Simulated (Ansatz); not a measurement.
Basis-set extrapolation for C$_{2}$H$_{7}$P (`CPC`) (PBE0-D4/def2-TZVP geometry, frozen core, the Gaussian-basis code of Ansatz). Multiplicity 1, RHF reference.

```json
{"": "HF", "def2-TZVPP": "-420.590938", "def2-QZVPP": "-420.604961"}
{"": "MP2 correlation", "def2-TZVPP": "-0.519025", "def2-QZVPP": "-0.553736"}
{"": "CCSD(T) correlation", "def2-TZVPP": "-0.587586", "def2-QZVPP": "not run"}
```

Energies in hartree. Use E(X) = E(∞) + A·exp(−7.88·√X) for Hartree–Fock and E(X) = E(∞) + B·X^(−2.97) for correlation, with X = 3 and 4, and add CCSD(T) minus MP2 of the smaller set to the MP2 limit.

Problem. What is the CCSD(T) energy at the basis-set limit?

Solution. HF limit: -420.604961 + (-0.014023) × 0.13774 = -420.60689. MP2 limit: -0.553736 + (-0.034711) × 0.74074 = -0.57945. Higher-order term: -0.587586 − (-0.519025) = -0.06856. Total: -421.25490 hartree, 200.5 kJ/mol below CCSD(T)/def2-TZVPP.
